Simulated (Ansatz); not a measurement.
`CC(Cl)CCl` + `BS` → `BSC` + `ClCCCl`  (substitution at a C–C bond)

Isolated molecules relaxed with PBE0-D4/def2-TZVP in Ansatz; ΔE leaves out vibrations. CCSD(T)/CBS is the MP2 limit (def2-TZVPP, def2-QZVPP) plus CCSD(T) − MP2 in def2-TZVPP, frozen cores. This one scheme is used for every species. DFT in def2-TZVPP. B3LYP here is the variant with VWN-RPA as its local correlation; programs differ in this. Each species was taken in one conformer, which may not be the lowest.

`CC(Cl)CCl`:

Cartesian coordinates in Å:
```
C -1.078 0.517 -0.524
C -0.017 -0.522 -0.264
Cl 0.838 -0.920 -1.796
C 1.055 -0.091 0.714
Cl 0.366 0.135 2.344
H -1.601 0.747 0.407
H -0.631 1.435 -0.910
H -1.803 0.151 -1.252
H -0.460 -1.460 0.072
H 1.831 -0.847 0.798
H 1.500 0.856 0.411
```

`BS`:

Cartesian coordinates in Å:
```
B 0.117 0.472 0.315
S -0.567 -0.382 -1.070
H -0.039 1.654 0.325
H 0.696 -0.108 1.178
H -0.208 -1.637 -0.748
```

`BSC`:

Z-matrix (Å, degrees):
```
C
S 1 1.809
H 1 1.090 2 109.0
H 1 1.088 2 109.9 3 -120.5
H 1 1.090 2 109.1 3 118.9
B 2 1.749 1 105.8 3 120.7
H 6 1.193 2 115.9 1 -180.0
H 6 1.194 2 121.2 1 0.0
```

`ClCCCl`:

Cartesian coordinates in Å:
```
Cl -0.133 1.373 1.650
C -0.549 0.490 0.160
C 0.550 -0.490 -0.160
Cl 0.133 -1.374 -1.650
H -1.496 -0.019 0.331
H -0.671 1.223 -0.635
H 1.496 0.019 -0.332
H 0.672 -1.222 0.636
```

| level | ΔE (kcal/mol) | difference from CCSD(T)/CBS |
| --- | --- | --- |
| PBE-D4 | 3.0 | -1.6 |
| r2SCAN-D4 | 3.9 | -0.7 |
| PBE0-D4 | 3.6 | -1.0 |
| B3LYP-D4 | 3.6 | -1.0 |
| ωB97X-V | 4.3 | -0.3 |
| ωB97M-V | 4.4 | -0.2 |
| B2PLYP | 3.6 | -1.0 |
| PBE | 2.3 | -2.3 |
| r2SCAN | 3.7 | -0.9 |
| PBE0 | 3.0 | -1.6 |
| B3LYP | 2.5 | -2.1 |
| HF/def2-TZVPP | 3.7 | -0.9 |
| MP2/def2-TZVPP | 5.3 | 0.7 |
| SCS-MP2/def2-TZVPP | 4.8 | 0.2 |
| CCSD/def2-TZVPP | 5.1 | 0.5 |
| CCSD(T)/def2-TZVPP | 5.1 | 0.5 |
| HF/def2-QZVPP | 3.6 | -1.0 |
| MP2/def2-QZVPP | 4.9 | 0.3 |
| SCS-MP2/def2-QZVPP | 4.4 | -0.2 |
| HF/CBS(def2) | 3.6 | -1.0 |
| MP2/CBS(def2) | 4.7 | 0.1 |
| CCSD/CBS(def2) | 4.6 | 0.0 |
| CCSD(T)/CBS | 4.6 | 0 |

Largest T1 diagnostic among the species: 0.015.

The D4 term adds +1.1 kcal/mol with B3LYP and +0.6 kcal/mol with PBE0; it sums over pairs of atoms, weighted by their polarisabilities, and B3LYP, whose exchange is more repulsive, gets the larger term. In def2-TZVPP, CCSD(T) changes the Hartree–Fock value by +1.3 kcal/mol (the triples alone add +0.0 kcal/mol) and MP2 by +1.5 kcal/mol.
